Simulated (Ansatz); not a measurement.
The input, for Ansatz 0.2.0:

```yaml
crystal:
  periodic: [false, false, false]
  atoms:
    - {symbol: F, position_ang: [-0.017716, -0.781546, 1.431700]}
    - {symbol: P, position_ang: [-0.018549, 0.611144, 0.648028]}
    - {symbol: P, position_ang: [0.029415, -0.131766, -1.526191]}
basis:
  gaussian: {orbitals: cc-pVDZ}
magnetization: {spin_polarized: false, initial_magnetization: 3}
correlation: {method: ccsdt_q, electrons: outside_noble_gas}
```

```sh
$ ansatz run in.yaml --threads 1 --pin off --events-out ev --progress --plain --max-ram 2393MiB
```

Output:

```
911 factors; integrals over basis functions are off by at most 1.7e-7 eV
mean field evaluation 1: about -21247.2328 eV, gradient 2.1e1 eV
mean field evaluation 2: about -21247.2709 eV, gradient 2.1e1 eV
mean field evaluation 4: about -21248.5223 eV, gradient 2.1e0 eV
mean field evaluation 8: about -21248.5476 eV, gradient 1.2e-1 eV
mean field evaluation 16: about -21247.2318 eV, gradient 2.1e1 eV
mean field evaluation 32: about -21245.3902 eV, gradient 1.2e1 eV
mean field evaluation 64: about -21246.7641 eV, gradient 2.1e0 eV
mean field evaluation 96: about -21246.7345 eV, gradient 3.9e0 eV
mean field -21248.54787739 eV, -780.8697317110 hartree, gradient 2.0e-6 eV, S^2 3.750000; 3 other end points of the search recorded, 0 dependent functions left out
determinant -21248.54787739 eV, -780.8697317110 hartree, with singles and doubles -21259.20070370 eV, -781.2612158573 hartree
determinant -21246.80361529 eV, -780.8056312612 hartree, with singles and doubles -21257.90245448 eV, -781.2135060785 hartree
11 core orbitals not correlated: weight in the atoms' cores, before any rotation towards them, 1.000 or more for the frozen orbitals, at most 0.000 for the correlated occupied ones
reference -21248.54787739 eV, -780.8697317110 hartree; 10, 7 occupied and 29, 32 virtual orbitals, 911 factors
second order -9.62025675 eV of doubles, -0.15791501 eV of singles
cycle   1  -10.25904525 eV  change   -4.8e-1 eV  update   1.0e-1
cycle   2  -10.67835296 eV  change   -4.2e-1 eV  update   5.0e-2
cycle   3  -10.94724346 eV  change   -2.7e-1 eV  update   2.9e-2
cycle   4  -10.94835953 eV  change   -1.1e-3 eV  update   1.1e-2
cycle   5  -10.94609716 eV  change    2.3e-3 eV  update   7.8e-3
cycle   6  -10.95327034 eV  change   -7.2e-3 eV  update   4.4e-3
cycle   7  -10.95631365 eV  change   -3.0e-3 eV  update   3.0e-3
cycle   8  -10.95535509 eV  change    9.6e-4 eV  update   1.8e-3
cycle   9  -10.95588485 eV  change   -5.3e-4 eV  update   1.0e-3
cycle  10  -10.95738915 eV  change   -1.5e-3 eV  update   5.7e-4
cycle  11  -10.95672053 eV  change    6.7e-4 eV  update   3.0e-4
cycle  12  -10.95680979 eV  change   -8.9e-5 eV  update   1.5e-4
cycle  13  -10.95687153 eV  change   -6.2e-5 eV  update   9.2e-5
cycle  14  -10.95685189 eV  change    2.0e-5 eV  update   4.8e-5
cycle  15  -10.95684584 eV  change    6.0e-6 eV  update   3.3e-5
cycle  16  -10.95687373 eV  change   -2.8e-5 eV  update   2.3e-5
cycle  17  -10.95687744 eV  change   -3.7e-6 eV  update   1.5e-5
cycle  18  -10.95687492 eV  change    2.5e-6 eV  update   1.0e-5
cycle  19  -10.95687905 eV  change   -4.1e-6 eV  update   6.4e-6
cycle  20  -10.95688110 eV  change   -2.0e-6 eV  update   4.1e-6
cycle  21  -10.95687967 eV  change    1.4e-6 eV  update   2.9e-6
cycle  22  -10.95687881 eV  change    8.5e-7 eV  update   2.0e-6
perturbative correction -0.02302453 eV, -0.0008461358 hartree
Total energy: -21259.52778073 eV, -781.2732357164 hartree
```

For the same geometry and basis UCCSDT(Q) lies 3.0 meV lower.

Ran on 1 thread of Intel Xeon, shared host: 3.2 min wall, 1.1 GiB peak host memory.
